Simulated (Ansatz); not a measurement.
Ansatz (an electronic-structure program) input (B3LYP-D3(BJ)/def2-TZVP):

Ansatz 0.2 input:
```yaml
crystal:
  periodic: [false, false, false]
  atoms:
    - {symbol: Al, position_ang: [-0.01730414, -0.01695480, 0.02104740]}
    - {symbol: F, position_ang: [-1.54102907, -0.92135640, 0.02436890]}
    - {symbol: F, position_ang: [0.02420913, 1.60450504, -0.68864926]}
    - {symbol: F, position_ang: [1.48187918, -0.71045783, 0.66498024]}
basis:
  gaussian:
    orbitals: def2-TZVP
hamiltonian:
  xc: b3lyp
  dispersion: d3bj
total_charge: -1
magnetization: {spin_polarized: true, initial_magnetization: 1}
relax: {f_tol: 0.002, max_steps: 150}
```

End of the output:

```
these checks for a lower state are left out or cut short: starts, cluster_reference, orbital_swaps, neighbouring_geometries, increment
integrals: 0.04 GiB planned
727 factors; their error is unknown
mean field: 0.52 GiB planned
mean field -14759.21343359 eV, -542.3910895303 hartree, gradient 1.7e-5 eV, S^2 0.750544; 0 other end points of the search recorded, 0 dependent functions left out
the calculation of the forces begins
reference -14759.21365401 eV, -542.3910976305 hartree; 21, 20 occupied and 109, 110 virtual orbitals, 727 factors
relax step   7: F+E_penalty+E_count = -14759.28277773 eV  Δ(F+E_penalty+E_count) = -8.328e-4 eV  max|allowed force component| = 4.770e-2 eV/Å  Δτ_max = 0.0161 Å  (27 SCF iters, accepted)
these checks for a lower state are left out or cut short: starts, cluster_reference, orbital_swaps, neighbouring_geometries, increment
integrals: 0.04 GiB planned
727 factors; their error is unknown
mean field: 0.52 GiB planned
mean field evaluation 64: about -14759.2138 eV, gradient 5.7e-2 eV
mean field -14759.21379520 eV, -542.3911028190 hartree, gradient 1.7e-5 eV, S^2 0.750543; 0 other end points of the search recorded, 0 dependent functions left out
the calculation of the forces begins
reference -14759.21401544 eV, -542.3911109130 hartree; 21, 20 occupied and 109, 110 virtual orbitals, 727 factors
relax step   8: F+E_penalty+E_count = -14759.28322798 eV  Δ(F+E_penalty+E_count) = -4.502e-4 eV  max|allowed force component| = 5.494e-3 eV/Å  Δτ_max = 0.0063 Å  (29 SCF iters, accepted)
these checks for a lower state are left out or cut short: starts, cluster_reference, orbital_swaps, neighbouring_geometries, increment
integrals: 0.04 GiB planned
727 factors; their error is unknown
mean field: 0.52 GiB planned
mean field -14759.21380109 eV, -542.3911030358 hartree, gradient 2.7e-5 eV, S^2 0.750543; 0 other end points of the search recorded, 0 dependent functions left out
the calculation of the forces begins
reference -14759.21402136 eV, -542.3911111304 hartree; 21, 20 occupied and 109, 110 virtual orbitals, 727 factors
relax step   9: F+E_penalty+E_count = -14759.28323177 eV  Δ(F+E_penalty+E_count) = -3.786e-6 eV  max|allowed force component| = 3.721e-3 eV/Å  Δτ_max = 0.0006 Å  (20 SCF iters, accepted)
these checks for a lower state are left out or cut short: starts, cluster_reference, orbital_swaps, neighbouring_geometries, increment
integrals: 0.04 GiB planned
727 factors; their error is unknown
mean field: 0.52 GiB planned
mean field -14759.21380111 eV, -542.3911030363 hartree, gradient 2.1e-5 eV, S^2 0.750543; 0 other end points of the search recorded, 0 dependent functions left out
the calculation of the forces begins
reference -14759.21402137 eV, -542.3911111308 hartree; 21, 20 occupied and 109, 110 virtual orbitals, 727 factors
relax step  10: F+E_penalty+E_count = -14759.28323213 eV  Δ(F+E_penalty+E_count) = -3.660e-7 eV  max|allowed force component| = 8.139e-4 eV/Å  Δτ_max = 0.0002 Å  (19 SCF iters, accepted)
integrals: 0.04 GiB planned
727 factors; their error is unknown
mean field: 0.52 GiB planned
mean field -14759.21380111 eV, -542.3911030363 hartree, gradient 2.1e-5 eV, S^2 0.750543; 1 other end points of the search recorded, 0 dependent functions left out
the calculation of the forces begins
reference -14759.21402137 eV, -542.3911111308 hartree; 21, 20 occupied and 109, 110 virtual orbitals, 727 factors
Total energy: -14759.28345240 eV, -542.3936626739 hartree
Atom 0 at    -0.111386     0.163031     0.411448 Å, force     0.000217     0.000322    -0.000814 eV/Å
Atom 1 at    -1.348669    -0.899678    -0.105097 Å, force    -0.000117    -0.000009     0.000116 eV/Å
Atom 2 at     0.050362     1.404654    -0.754475 Å, force    -0.000092    -0.000356     0.000547 eV/Å
Atom 3 at     1.357448    -0.712272     0.469871 Å, force    -0.000008     0.000044     0.000151 eV/Å
Dipole moment:     0.021522    -0.038149    -0.088884 e Å
```
